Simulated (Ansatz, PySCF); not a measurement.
Potential energy curve for CS2, SMILES S=C=S. The C1–S3 bond (C1 also carries S; S3 carries nothing else) is varied alone, starting from the PBE0/def2-TZVP optimised geometry.

Computed with: UKS-B3LYP/6-31G* = unrestricted B3LYP/6-31G*, spherical d (PySCF); UCCSD(T) = CCSD(T) on UHF/cc-pVTZ, frozen core (Ansatz, a first-principles code).

Energies relative to the lowest point of each curve near equilibrium, in kcal/mol:

| R / Å | UKS-B3LYP/6-31G* |
|---|---|
| 1.23 | 124.1 |
| 1.45 | 9.1 |
| 1.65 | 3.4 |
| 1.80 | 20.5 |
| 1.95 | 42.7 |
| 2.10 | 64.7 |
| 2.55 | 107.2 |
| 2.78 | 112.5 |
| 3.78 | 117.4 |
| 4.23 | 118.0 |
| 4.65 | 118.3 |
| 5.45 | 118.5 |

Task: Estimate the UCCSD(T) values at these points.

Result: 1.23: 123.5; 1.45: 9.3; 1.65: 3.2; 1.80: 19.8; 1.95: 41.7; 2.10: 63.4; 2.55: 106.8; 2.78: 109.1; 3.78: 109.3; 4.23: 109.6; 4.65: 109.8; 5.45: 110.0 (kcal/mol).

The unrestricted determinant behind UKS-B3LYP/6-31G*, UCCSD(T) is spin-contaminated at 2.35 to 5.45 Å (<S²> up to 1.0, against 0.00 for a pure singlet).
